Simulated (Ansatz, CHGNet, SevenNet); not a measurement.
# C axis length of rutile CrO2: levels of theory against measurement

Reference value: 2.915 Å (measured, room temperature, no zero-point or thermal correction; as tabulated in Hiroi (2015), arXiv:1503.02262).

### Question
What do CHGNet 0.3.0, CHGNet-r²SCAN, SevenNet-0, LDA, PBE, PBEsol, PBE-D3(BJ), PBE-D4, rVV10, PBE+U, r²SCAN, HSE06 give, and how far is each from the reference?

### Answer

| level (code) | value (Å) | difference (%) |
|---|---|---|
| CHGNet 0.3.0 (CHGNet) | 3.055 | +4.80 |
| CHGNet-r²SCAN (CHGNet) | 2.959 | +1.51 |
| SevenNet-0 (SevenNet) | 2.977 | +2.13 |
| LDA (Ansatz) | 2.856 | -2.02 |
| PBE (Ansatz) | 2.921 | +0.21 |
| PBEsol (Ansatz) | 2.888 | -0.93 |
| PBE-D3(BJ) (Ansatz) | 2.912 | -0.10 |
| PBE-D4 (Ansatz) | 2.907 | -0.27 |
| rVV10 (Ansatz) | 2.942 | +0.93 |
| PBE+U (Ansatz) | 2.971 | +1.92 |
| r²SCAN (Ansatz) | 2.912 | -0.10 |
| HSE06 (Ansatz) | 2.922 | +0.24 |

The reference is not for a static lattice or low temperature, so close values are not ranked against it. Off by more than 1.75 % (a bound picked here): CHGNet 0.3.0 (+4.80 %), SevenNet-0 (+2.13 %), LDA (-2.02 %), PBE+U (+1.92 %).

The reference has no zero-point or thermal correction, while the calculations are for a static lattice, so the differences are not the levels' errors alone. A static lattice is as a rule a little smaller than the measured one. Spin-polarised runs: LDA (parallel moments), PBE (parallel moments), PBEsol (parallel moments), PBE-D3(BJ) (parallel moments), PBE-D4 (parallel moments), rVV10 (parallel moments), PBE+U (parallel moments), r²SCAN (parallel moments), HSE06 (parallel moments). PBE+U takes U_eff Cr 3.7 eV. Cutoffs and k meshes differ between the levels. Ansatz's density-functional and Hartree–Fock values are scalar-relativistic unless marked +SOC, with PAW data made under PBE.

Machine-learned potentials (CHGNet 0.3.0, CHGNet-r²SCAN, SevenNet-0) are trained on DFT data, which may include these solids.

Differences are worked out from the printed values.

Ansatz is an electronic-structure program.
